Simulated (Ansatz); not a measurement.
# CH5AlO (built from SMILES C=O.[AlH3]): single points off equilibrium

The atoms stand at a displaced guess of a reacting structure. How far do the functionals agree with CCSD(T) there?

Program: Ansatz 0.2.0, Gaussian basis. Level of theory: single points in def2-TZVPP. These are calculated values, not measurements.

Cores are frozen in the correlated methods.

## 1. Where the work starts

8 atoms, charge 0, spin multiplicity 1.

Atoms are counted from 1 here; the program's logs count them from 0.

Bond lengths: Al1–H2 1.717 Å, Al1–H3 1.648 Å, Al1–H4 1.373 Å, Al1–O5 2.185 Å, Al1–C6 2.363 Å, O5–C6 1.387 Å, C6–H7 1.182 Å, C6–H8 0.970 Å. Angles: H2–Al1–H3 109.6°, H2–Al1–H4 111.4°, H2–Al1–O5 76.7°, H2–Al1–C6 41.7°, H3–Al1–H4 129.0°, H3–Al1–O5 97.9°, H3–Al1–C6 110.3°, H4–Al1–O5 120.0°, H4–Al1–C6 120.5°, O5–Al1–C6 35.2°, Al1–O5–C6 79.4°, Al1–C6–O5 65.4°, Al1–C6–H7 120.9°, Al1–C6–H8 108.7°, O5–C6–H7 106.8°, O5–C6–H8 126.6°, H7–C6–H8 118.3°.

Coordinates:

```xyz
8
charge 0, multiplicity 1
Al   -1.0233    0.2952   -0.6216
H    -0.5203   -0.7442    0.6492
H    -1.0330   -0.5354   -2.0450
H    -1.9042    1.2475   -0.1715
O     1.1285    0.6553   -0.5006
C     0.9481   -0.1818    0.5906
H     1.5710   -1.1631    0.3756
H     0.8202    0.0894    1.5129
```

## 2. CCSD(T)/def2-TZVPP

run/in.yaml reads:

```yaml
crystal:
  periodic: [false, false, false]
  atoms:
    - {symbol: Al, position_ang: [-1.023300, 0.295200, -0.621600]}
    - {symbol: H, position_ang: [-0.520300, -0.744200, 0.649200]}
    - {symbol: H, position_ang: [-1.033000, -0.535400, -2.045000]}
    - {symbol: H, position_ang: [-1.904200, 1.247500, -0.171500]}
    - {symbol: O, position_ang: [1.128500, 0.655300, -0.500600]}
    - {symbol: C, position_ang: [0.948100, -0.181800, 0.590600]}
    - {symbol: H, position_ang: [1.571000, -1.163100, 0.375600]}
    - {symbol: H, position_ang: [0.820200, 0.089400, 1.512900]}
basis:
  gaussian: {orbitals: def2-TZVPP}
correlation: {method: ccsd_t}
output: {forces: true}
```

No record of the launch command was kept for these runs.

## 3. PBE0-D4/def2-TZVPP

run/in.yaml: that of step 2 with these lines changed.

```diff
@@ -13,3 +13,3 @@
   gaussian: {orbitals: def2-TZVPP}
-correlation: {method: ccsd_t}
-output: {forces: true}
+hamiltonian: {xc: pbe0, dispersion: d4}
+output: {forces: true, orbitals: {seedname: orbitals}}
```

## 4. wB97M-V/def2-TZVPP

run/in.yaml: that of step 3 with these lines changed.

```diff
@@ -13,3 +13,3 @@
   gaussian: {orbitals: def2-TZVPP}
-hamiltonian: {xc: pbe0, dispersion: d4}
-output: {forces: true, orbitals: {seedname: orbitals}}
+hamiltonian: {xc: {name: wB97M-V}}
+output: {forces: true}
```

## 5. r2SCAN-D4/def2-TZVPP

run/in.yaml: that of step 4 with these lines changed.

```diff
@@ -13,3 +13,3 @@
   gaussian: {orbitals: def2-TZVPP}
-hamiltonian: {xc: {name: wB97M-V}}
+hamiltonian: {xc: r2scan, dispersion: d4}
 output: {forces: true}
```

## 6. PBE-D4/def2-TZVPP

run/in.yaml: that of step 5 with these lines changed.

```diff
@@ -13,3 +13,3 @@
   gaussian: {orbitals: def2-TZVPP}
-hamiltonian: {xc: r2scan, dispersion: d4}
+hamiltonian: {xc: pbe, dispersion: d4}
 output: {forces: true}
```

## 7. B97M-V/def2-TZVPP

run/in.yaml: that of step 6 with these lines changed.

```diff
@@ -13,3 +13,3 @@
   gaussian: {orbitals: def2-TZVPP}
-hamiltonian: {xc: pbe, dispersion: d4}
+hamiltonian: {xc: {name: B97M-V}}
 output: {forces: true}
```

## 8. LC-wPBE/def2-TZVPP

run/in.yaml: that of step 7 with these lines changed.

```diff
@@ -13,3 +13,3 @@
   gaussian: {orbitals: def2-TZVPP}
-hamiltonian: {xc: {name: B97M-V}}
+hamiltonian: {xc: {name: LC-wPBE}}
 output: {forces: true}
```

(Steps that only read results are left out.)

Q: Predict the outcome of this session. Wanted: energy less free atoms, CCSD(T)/def2-TZVPP; RMS force component; RMS force error; HOMO and LUMO, PBE0-D4; T1 diagnostic.

The runs gave:

```
                                  quantity                                                                                          value
energy less free atoms, CCSD(T)/def2-TZVPP                                                                                     -24.137 eV
                       RMS force component                                                           2.892 to 3.061 eV/Å over the methods
                           RMS force error  PBE0-D4 0.172, wB97M-V 0.121, r2SCAN-D4 0.088, PBE-D4 0.155, B97M-V 0.184, LC-wPBE 0.217 eV/Å
                    HOMO and LUMO, PBE0-D4                                                                             -7.71 and -1.65 eV
                             T1 diagnostic                                                                                          0.020
```

What this shows: Against CCSD(T) the functionals' energies less atoms differ by -1.079 to -0.310 eV, PBE-D4 by -1.079 eV. A larger basis would deepen the CCSD(T) value, while the functionals are nearly converged already, so the order here is not reliable. On forces the order runs from r2SCAN-D4 to LC-wPBE. Frozen-core CCSD(T) forces in triple zeta carry basis errors of their own, and this is one geometry, so small gaps rank nothing.
